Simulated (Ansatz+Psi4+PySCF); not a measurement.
# doublet O₃(+): levels of theory in one basis

| atom | x (Å) | y (Å) | z (Å) |
| --- | --- | --- | --- |
| O | 0.0000 | 1.1038 | -0.2285 |
| O | 0.0000 | 0.0000 | 0.4571 |
| O | 0.0000 | -1.1038 | -0.2285 |

Basis set: cc-pVTZ (spherical functions). Left uncorrelated: 3 orbitals. Correlation on ROHF uses semicanonical orbitals with singles. Charge 1, multiplicity 2.

Computed with Ansatz (development build ahead of 0.2.0); each method stands on the lowest determinant of its kind that the runs found.

```csv
method,E − E(ROHF) (eV),<S²> of the determinant
ROHF,0.00,0.75
UHF,-2.16,1.70
ROHF-MP2,-19.18,–
UHF-MP2,-18.24,1.70
ROHF-CCSD,-19.17,–
UHF-CCSD,-19.29,1.70
ROHF-CCSD(T),-20.42,–
UHF-CCSD(T),-20.23,1.70
ROHF-CCSDT,-20.42,–
UHF-CCSDT,-20.44,1.70
```

Caution: the determinant breaks the point group. Caution for ROHF, ROHF-MP2, ROHF-CCSD, ROHF-CCSD(T), ROHF-CCSDT: an unrestricted determinant lies well below. Caution for UHF, UHF-MP2, UHF-CCSD, UHF-CCSD(T), UHF-CCSDT: the unrestricted determinant is a mixture of spin states. Caution for ROHF-MP2, UHF-MP2, ROHF-CCSD, UHF-CCSD, ROHF-CCSD(T), UHF-CCSD(T), ROHF-CCSDT, UHF-CCSDT: large amplitudes, a single reference is doubtful. Caution for ROHF-MP2, UHF-MP2: MP2 on this radical cation hangs on the determinant chosen. Caution for ROHF-MP2, UHF-CCSD(T): another reference gives a lower total. Caution for ROHF-CCSD, UHF-CCSD, ROHF-CCSD(T), UHF-CCSD(T): the program doubts this total.
